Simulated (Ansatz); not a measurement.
Which method gave which barrier?

Saddle point of SiNH₇S, closed shell (SiNH₅ ([NH2][SiH3]) + H₂S → SiH₄S ([SiH3][SH]) + NH₃; bonds formed: Si1–S7, N2–H6; bonds broken: Si1–N2, H6–S7), PBE0-D4/def2-TZVP structure:

| atom | x (Å) | y (Å) | z (Å) |
| --- | --- | --- | --- |
| Si1 | -0.9587 | 0.4438 | 0.0087 |
| N2 | 0.1333 | -1.0046 | 0.4086 |
| H3 | -0.9283 | 0.7833 | -1.4235 |
| H4 | -2.2784 | -0.2472 | 0.2197 |
| H5 | -0.8870 | 1.4709 | 1.0602 |
| H6 | 1.0967 | -0.4311 | 0.2856 |
| S7 | 1.7915 | 1.2404 | -0.1813 |
| H8 | -0.0007 | -1.3775 | 1.3448 |
| H9 | 0.0562 | -1.7682 | -0.2578 |
| H10 | 1.9755 | 0.8902 | -1.4649 |

Program: Ansatz 0.2.0. Basis: def2-TZVPP, with def2-QZVPP for the basis limit. Cores are frozen in the correlated methods. B3LYP uses VWN-RPA correlation. Extrapolation: Hartree–Fock as exp(−7.88 √X), correlation as X^−2.97. Four methods, as single points on the PBE0-D4 structures, gave these electronic barriers from the start structure: 65.9, 88.6, 99.0, 133.4 kJ/mol.

The methods were, in alphabetical order, B3LYP-D4, BHLYP-D4, HF, PBE-D4. Which gave which? (A judgement: the text doesn't fix the answer.)

By the calculation: PBE-D4 65.9; B3LYP-D4 88.6; BHLYP-D4 99.0; HF 133.4 kJ/mol. For comparison, CCSD(T) at an estimated basis limit (MP2 extrapolated from triple and quadruple zeta, plus CCSD(T) − MP2 in triple zeta) gives 90.9 kJ/mol.

No T1 diagnostic of these runs exceeds 0.011.

Labels in which every atom is bracketed show which atoms are joined, not bond orders.

For scale, one of the runs: CCSD(T)/def2-TZVPP, 213 basis functions, launched by `ansatz run in.yaml --threads 4 --pin off --events-out ev --progress --plain --max-ram 9574MiB`. Hardware: 4 CPU threads of an Arm Neoverse V1, shared host. Wall time 39 s; peak host memory 2.8 GiB.
